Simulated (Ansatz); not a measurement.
Species: N₂H, charge 1, singlet. N2H+ (SMILES N#[NH+]).
B3LYP-D3(BJ)/def2-TZVP minimum from Ansatz (an electronic-structure program):
```
N
N 1 1.0860
H 1 1.0380 2 180.00
```
Charge +1, spin multiplicity 1.

Hartree-Fock and CCSD correlation energies in hartree (Ansatz). Radicals and triplets start from unrestricted determinants; spin-orbit coupling is neglected. Cores are frozen in correlated methods. No relativity.

```csv
basis,X,E(HF),"E(corr, CCSD)"
cc-pVTZ,3,-109.17830,-0.37583
cc-pVQZ,4,-109.18584,-0.39579
cc-pV5Z,5,-109.18751,withheld
```

Q: Fit E(corr) = E∞ + A/X³ to X = 3 and 4, predict X = 5, and compare with the run.

A: A = (-0.37583 - (-0.39579))/(1/27 - 1/64) = 0.9322; E∞ = -0.39579 - A/64 = -0.41036; at X = 5, E∞ + A/125 = -0.40290. The run gave -0.40253, 0.37 mEh above the prediction. The same form on X = 4 and 5 gives E∞ = -0.40960, 0.75 mEh above the first estimate.
